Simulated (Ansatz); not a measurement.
**H2S2: one structure at several levels**

A test off equilibrium: a structure displaced at random from a GFN2-xTB minimum is computed at several levels, and each is set against CCSD(T).

The runs use Ansatz 0.2.0, Gaussian basis; single points in def2-TZVPP.

Correlated methods freeze the cores.

## Step 1: The system as given

SMILES `SS`, 4 atoms, charge 0, spin multiplicity 1.

Atoms are counted from 1 here; the program's logs count them from 0.

Bond lengths: S1–S2 2.082 Å, S1–H3 1.328 Å, S2–H4 1.375 Å. Angles: S2–S1–H3 98.2°, S1–S2–H4 97.6°.

Geometry (Å):

```xyz
4
charge 0, multiplicity 1
S     0.8277   -0.7690    0.0936
S    -0.0309    1.1277    0.1295
H    -0.0847   -1.4028    0.8206
H    -0.7073    1.0443   -1.0650
```

## Step 2: CCSD(T)/def2-TZVPP

Contents of run/in.yaml:

```yaml
crystal:
  periodic: [false, false, false]
  atoms:
    - {symbol: S, position_ang: [0.827700, -0.769000, 0.093600]}
    - {symbol: S, position_ang: [-0.030900, 1.127700, 0.129500]}
    - {symbol: H, position_ang: [-0.084700, -1.402800, 0.820600]}
    - {symbol: H, position_ang: [-0.707300, 1.044300, -1.065000]}
basis:
  gaussian: {orbitals: def2-TZVPP}
correlation: {method: ccsd_t}
output: {forces: true}
```

The command line of these runs was not kept.

## Step 3: PBE0-D4/def2-TZVPP

run/in.yaml: that of step 2 with these lines changed.

```diff
@@ -9,3 +9,3 @@
   gaussian: {orbitals: def2-TZVPP}
-correlation: {method: ccsd_t}
-output: {forces: true}
+hamiltonian: {xc: pbe0, dispersion: d4}
+output: {forces: true, orbitals: {seedname: orbitals}}
```

## Step 4: wB97M-V/def2-TZVPP

run/in.yaml: that of step 3 with these lines changed.

```diff
@@ -9,3 +9,3 @@
   gaussian: {orbitals: def2-TZVPP}
-hamiltonian: {xc: pbe0, dispersion: d4}
-output: {forces: true, orbitals: {seedname: orbitals}}
+hamiltonian: {xc: {name: wB97M-V}}
+output: {forces: true}
```

## Step 5: r2SCAN-D4/def2-TZVPP

run/in.yaml: that of step 4 with these lines changed.

```diff
@@ -9,3 +9,3 @@
   gaussian: {orbitals: def2-TZVPP}
-hamiltonian: {xc: {name: wB97M-V}}
+hamiltonian: {xc: r2scan, dispersion: d4}
 output: {forces: true}
```

## Step 6: PBE-D4/def2-TZVPP

run/in.yaml: that of step 5 with these lines changed.

```diff
@@ -9,3 +9,3 @@
   gaussian: {orbitals: def2-TZVPP}
-hamiltonian: {xc: r2scan, dispersion: d4}
+hamiltonian: {xc: pbe, dispersion: d4}
 output: {forces: true}
```

## Step 7: revPBE-D4/def2-TZVPP

run/in.yaml: that of step 6 with these lines changed.

```diff
@@ -9,3 +9,3 @@
   gaussian: {orbitals: def2-TZVPP}
-hamiltonian: {xc: pbe, dispersion: d4}
+hamiltonian: {xc: {name: revPBE}, dispersion: d4}
 output: {forces: true}
```

## Step 8: CAM-B3LYP-D4/def2-TZVPP

run/in.yaml: that of step 7 with these lines changed.

```diff
@@ -9,3 +9,3 @@
   gaussian: {orbitals: def2-TZVPP}
-hamiltonian: {xc: {name: revPBE}, dispersion: d4}
+hamiltonian: {xc: {name: CAM-B3LYP}, dispersion: d4}
 output: {forces: true}
```

(Steps that only read results are left out.)

Before running it: what results should come out? Wanted: energy less free atoms, CCSD(T)/def2-TZVPP; RMS force component; RMS force error; HOMO and LUMO, PBE0-D4; T1 diagnostic.

As calculated:

| quantity | value |
| --- | --- |
| energy less free atoms, CCSD(T)/def2-TZVPP | -968.4 kJ/mol |
| RMS force component | 0.369 to 0.421 eV/Å over the methods |
| RMS force error | PBE0-D4 0.179, wB97M-V 0.101, r2SCAN-D4 0.145, PBE-D4 0.253, revPBE-D4 0.255, CAM-B3LYP-D4 0.096 eV/Å |
| HOMO and LUMO, PBE0-D4 | -7.46 and -1.14 eV |
| T1 diagnostic | 0.011 |

In words: Against CCSD(T) the functionals' energies less atoms differ by -67.8 to -29.6 kJ/mol, PBE-D4 by -67.8 kJ/mol. A larger basis would deepen the CCSD(T) value, while the functionals are nearly converged already, so the order here is not reliable. On forces the order runs from CAM-B3LYP-D4 to revPBE-D4. Frozen-core CCSD(T) forces in triple zeta carry basis errors of their own, and this is one geometry, so small gaps rank nothing.
